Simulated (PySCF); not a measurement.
# C6H4: the cost of one run

Computed with PySCF 2.14.0 and routines of our own; the level stands in each step. Atoms count from 0.

## 1. The starting structure

10 atoms, charge 0, multiplicity 1; geometry from: GFN2-xTB.

## 2. Magnetic properties: GIAO wB97X-D/pcSseg-1

Job settings and geometry (Å):

```
{"job": {"kind": "mag", "xc": "wB97X-D", "basis": "pcSseg-1", "isotopologues": 2}, "charge": 0, "multiplicity": 1}
C      2.682061     0.402922     0.380996
C      1.677629    -0.138710     0.006782
C      0.513339    -0.795757    -0.447013
C     -0.683002    -0.239196    -0.389530
C     -1.581212     0.848648    -0.062169
C     -2.113953    -0.235743    -0.606236
H      3.555695     0.878849     0.712076
H      0.642619    -1.792299    -0.849201
H     -1.708534     1.825179     0.337903
H     -2.975760    -0.749237    -0.958977
```

With the program's defaults for keys left out, this is: GIAO wB97X-D/pcSseg-1 magnetisability, rotational g tensor and spin-rotation constants, non-relativistic, gas phase.

Started as:

```console
> OMP_NUM_THREADS=1 python excited_run.py task.json out
```

The driver reads the jobs from task.json and runs them one after another.

**Question.** How long does this first job take on 1 thread of Arm Neoverse V1, shared host, and how much memory does it need?

About 16 s, with a peak of 0.55 GiB.
